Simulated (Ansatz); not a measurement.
PH4⁺: how the P–H bond energy moves with the basis

PH4⁺, singlet; coordinates (Å): P 0.000 0.000 0.000; H 0.807 0.810 0.809; H -0.811 -0.806 0.809; H -0.806 0.807 -0.813; H 0.810 -0.811 -0.805. Quantity: P–H bond energy, to PH3⁺ (doublet) + H.

Ansatz 0.2.0, basis 6-31G or cc-pVTZ; geometries are PBE0/def2-TZVP minima. Wave-function levels freeze the cores; HF, MP2 and coupled cluster are restricted for singlets and unrestricted otherwise, atoms included (their steps beyond CCSDT(Q) come from restricted open-shell runs), Kohn–Sham unrestricted where that lies lower. The reference is CCSDT(Q) or full CI (coupled cluster only where its series has nearly closed). Semilocal and hybrid functionals correlate all electrons outside any core potential and usually lie nearer their basis limit than the reference, so part of their error here is the reference's basis and frozen-core error; RPA and the MP2 part of double hybrids freeze the same cores as the reference. None of these values is a measured one. Energies are electronic, without zero-point terms. No spin–orbit coupling and no scalar relativity. The species are chosen: bound, without strong static correlation by their natural occupations or amplitudes, in their lowest spin state as far as vertical gaps and like structures tell, and with a ladder that closes on the reference, so errors are smaller than for species at large; levels whose determinant breaks symmetry or spin markedly are left out.

```tsv
level	6-31G (kcal/mol)	cc-pVTZ (kcal/mol)
reference	85.8 (full CI)	104.4 (CCSDT(Q))
MP2	83.3	102.3
CCSD(T)	85.8	104.4
PBE	98.4	101.8
r2SCAN	97.8	101.9
PBE0	97.2	102.1
B3LYP	98.6	104.2
B2PLYP	93.8	104.0
```

From 6-31G to cc-pVTZ the reference moves by 18.6 kcal/mol and PBE by 3.4; the step from CCSD(T) to the reference is 0.0 in the first and 0.0 in the last.
